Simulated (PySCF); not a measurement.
# LiP: input and log

State: ³Σ⁻ (triplet), unpaired electrons π ↑↑.

An equivalent input (the run itself took its basis sets from the Basis Set Exchange, started from a PBE0 density and held the occupation σ 6α 6β, πx 2α 1β, πy 2α 1β):

```python
from pyscf import gto, dft
mol = gto.M(atom='Li 0 0 0; P 0 0 2.34', basis={'Li': 'aug-pcseg-1', 'P': 'aug-pcseg-1'},
            charge=0, spin=2, verbose=4, symmetry='C2v')
mf = dft.UKS(mol, xc='R2SCAN')
mf.grids.atom_grid = (80, 434)
mf.grids.prune = dft.gen_grid.treutler_prune
mf.irrep_nelec = {'A1': (6, 6), 'B1': (2, 1), 'B2': (2, 1)}
mf.conv_tol = 1e-9
mf.max_cycle = 60
mf.diis_space = 10
mf.kernel()
```

The log (some set-up lines and the per-cycle HOMO/LUMO lines removed):

```
******** <class 'pyscf.dft.uks_symm.SymAdaptedUKS'> ********
method = SymAdaptedUKS
damping factor = 0
level_shift factor = 0
DIIS = <class 'pyscf.scf.diis.CDIIS'>
diis_start_cycle = 1
diis_space = 10
diis_damp = 0
SCF conv_tol = 1e-09
SCF conv_tol_grad = None
SCF max_cycles = 60
number electrons alpha = 10  beta = 8
Set gradient conv threshold to 3.16228e-05
init E= -348.757529194581
cycle= 1 E= -348.757754379941  delta_E= -0.000225  |g|= 0.00222  |ddm|= 0.061
cycle= 2 E= -348.757759174252  delta_E= -4.79e-06  |g|= 0.00141  |ddm|= 0.00925
cycle= 3 E= -348.757761263969  delta_E= -2.09e-06  |g|= 0.000432  |ddm|= 0.00376
cycle= 4 E= -348.757761460367  delta_E= -1.96e-07  |g|= 0.000175  |ddm|= 0.00197
cycle= 5 E= -348.757761492305  delta_E= -3.19e-08  |g|= 2.71e-05  |ddm|= 0.000623
cycle= 6 E= -348.757761493884  delta_E= -1.58e-09  |g|= 6.8e-06  |ddm|= 0.000349
cycle= 7 E= -348.75776149402  delta_E= -1.35e-10  |g|= 6.71e-07  |ddm|= 0.000135
Extra cycle  E= -348.757761494023  delta_E= -3.41e-12  |g|= 3.09e-07  |ddm|= 1.14e-05
converged SCF energy = -348.757761494023  <S^2> = 2.0087589  2S+1 = 3.0058336
```

Repeating this along the bond gives Re = 2.352 Å and ωe = 475 cm⁻¹.

A point of this curve took 0.52 CPU seconds beside 0.033 for the integrals, on Arm Neoverse V2 (shared host).

The state is the lowest determinant that a PBE0 search found; another state may lie lower at other levels.
